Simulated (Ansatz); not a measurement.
Reaction (atomization): `FC1=CCN1` → 3 C• + F• + 4 H• + N•

Program: Ansatz. Geometries: PBE0-D4/def2-TZVP. ΔE: electronic, gas phase. CBS: MP2 limit from def2 TZ/QZ plus the TZ coupled-cluster correction, frozen cores. This one scheme is used for every species, atoms too. DFT in def2-TZVPP. B3LYP here is the variant with VWN-RPA as its local correlation; programs differ in this. No spin–orbit coupling; open shells (•) take unrestricted orbitals. Spin–orbit coupling would lower the free atoms: a little for C, F.

(1) What is ΔE at CCSD(T)/CBS? (An estimate is asked.)

(2) What do these levels give: r2SCAN0-D4, PBE, PBE0, B3LYP, r2SCAN0, MP2/def2-SVP? (Estimate.)

Largest T1 diagnostic among the species: 0.012.

## Answers

(1) Ansatz gave: +879.5 kcal/mol.

(2) The calculation gave: r2SCAN0-D4 865.8, PBE 919.5, PBE0 892.8, B3LYP 877.4, r2SCAN0 864.8, MP2/def2-SVP 855.3 kcal/mol.

The D4 term adds +5.7 kcal/mol with B3LYP and +2.9 kcal/mol with PBE0; it sums over pairs of atoms, weighted by their polarisabilities, and B3LYP, whose exchange is more repulsive, gets the larger term. Leaving LDA and LC-ωPBE aside and taking each functional with its dispersion term where it has one, the values, not all of them listed here, spread over 79.0 kcal/mol, from BHLYP-D4 to PBE-D4. LDA lies +127.4 kcal/mol from PBE without D4, its usual overbinding. From r2SCAN to r2SCAN0 (25 % exact exchange), in def2-TZVPP and without D4, ΔE moves by −19.9 kcal/mol: exact exchange takes away binding that semilocal exchange gives to molecules.

For atomizations the MP2-based limit and the directly extrapolated one differ by several kJ/mol either way, and by 10 to 25 for some Ge, Se and Sn compounds, so smaller differences from it don't rank the levels.
